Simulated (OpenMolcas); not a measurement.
# Predicting a hybrid from its neighbours: CH2S (methanethial)

CH2S: 4 atoms, total charge 0, spin state singlet. SMILES: `C=S`. Geometry: relaxed at PBE0-D4/def2-TZVP.

The vertical energy of the triplet above the singlet y, in eV, basis def2-TZVPP; a is the functional's share of exact exchange. Programs: OpenMolcas 26.06.

| functional | program | a | y (eV) |
| --- | --- | --- | --- |
| BLYP | OpenMolcas | 0 | 1.82 |
| PBE | OpenMolcas | 0 | 1.76 |
| B3LYP | OpenMolcas | 0.2 | ? |
| PBE0 | OpenMolcas | 0.25 | 1.65 |
| BHLYP | OpenMolcas | 0.5 | 1.60 |

Question: Fit y = c + s·a to the known rows and predict B3LYP.

Answer: 
1. Means of the 4 rows: a = 0.1875, y = 1.708.
2. Σ(Δa)² = 0.17188, Σ(Δa·Δy) = -0.068125, so the slope is -0.068125/0.17188 = -0.39635.
3. Intercept: 1.708 − (-0.39635) × 0.1875 = 1.782. The largest residual of the fit is 0.038.
4. B3LYP: 1.782 + (-0.39635) × 0.2 = 1.70 eV.

The run gave 1.75 eV, so the prediction is off by -0.05 eV, about the scatter of the fit. Exact exchange favours the state with more unpaired electrons. The rows mix families of semi-local functionals, which the line can't see.
